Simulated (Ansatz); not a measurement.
# Si₂ (singlet): wave-function methods side by side at distance Si1–Si2 = 2.505 Å, 6-31G

An exercise on one series of results from a longer session: the logs are not shown, and one member is left open.

The runs use Ansatz 0.2.0, Gaussian basis; 6-31G, core rule «outside noble gas», up to 10 orbitals frozen.

The runs, in order: UHF; CCSD(T) on RHF; CCSD(T) on UHF; BCCD(T) on RHF; CISD; CCSDT(Q) on RHF; CCSDT(Q) on UHF; CISDTQ; CCSDTQ on RHF; CCSDTQ on UHF; CASSCF and MRCISD+Q, 2 electrons in 2 orbitals; CASSCF and NEVPT2, 2 electrons in 2 orbitals; CASSCF and MRCISD+Q, 8 electrons in 8 orbitals; CASSCF and NEVPT2, 8 electrons in 8 orbitals; Full CI.

29 further runs of the same task are left out: 4 for a known fault of the program, 22 that didn't finish, 3 set aside as unsound or not needed.

**The system**

The geometry derives from a PBE0/def2-TZVP stationary point (not a proven minimum). One bond is set to the value named and the two fragments are kept rigid.

2 atoms, charge 0, spin multiplicity 1.

Atoms are counted from 1 here; the program's logs count them from 0.

Bond lengths: Si1–Si2 2.505 Å.

The first run:

File in.yaml:

```yaml
crystal:
  periodic: [false, false, false]
  atoms:
    - {symbol: Si, position_ang: [0.000000, 0.000000, 0.000000]}
    - {symbol: Si, position_ang: [0.000000, 0.000000, 2.505000]}
basis:
  gaussian: {orbitals: 6-31G}
magnetization: {spin_polarized: true, initial_magnetization: 0}
hamiltonian: {xc: hf}
output: {orbitals: {seedname: orbitals}}
```

The run is started by

```console
> ansatz run in.yaml --threads 1 --pin off --events-out ev --progress --plain --max-ram 2393MiB
```

Steps of the session up to this table: UHF; CCSD(T) on RHF; CCSD(T) on UHF; BCCD(T) on RHF; CISD; CCSDT(Q) on RHF; CCSDT(Q) on UHF; CISDTQ; CCSDTQ on RHF; CCSDTQ on UHF; CASSCF and MRCISD+Q, 2 electrons in 2 orbitals; CASSCF and NEVPT2, 2 electrons in 2 orbitals; CASSCF and MRCISD+Q, 8 electrons in 8 orbitals; CASSCF and NEVPT2, 8 electrons in 8 orbitals; Full CI.

One table of the session follows, with a row left open; its other results are not shown here.

It belongs to the step «Misses and costs». 

```
          method  from FCI (kJ/mol)
             RHF             +314.4
            RMP2              +80.9
            CISD              +44.8
           RCCSD              +19.4
        RCCSD(T)              +10.0
         BCCD(T)              +10.2
          RCCSDT               +7.5
          CISDTQ               +4.9
       RCCSDT(Q)                  ?
         RCCSDTQ               +0.6
  CASSCF valence              +77.6
  NEVPT2 valence              +23.4
  MRCISD valence               +1.9
MRCISD+Q valence               -0.2
             FCI                  0
```

Estimate the missing values for RCCSDT(Q).

The run gave: from FCI (kJ/mol): +3.6. In the column «from FCI (kJ/mol)» it lies between MRCISD valence (+1.9) and CISDTQ (+4.9).

Left out of the table: CASSCF pair, NEVPT2 pair, MRCISD pair, MRCISD+Q pair (the active space lost an orbital or holds another state than full CI finds).

Caveats from the session: The report flags that the cluster equations may have other roots. Left out of the table: UHF, UMP2, UCCSD, UCCSD(T), UCCSDT, UCCSDT(Q), UCCSDTQ (another determinant or state than the rows shown). The program flags RCCSDTQ as in doubt, so those rows may rest on another solution; read them beside their warnings.
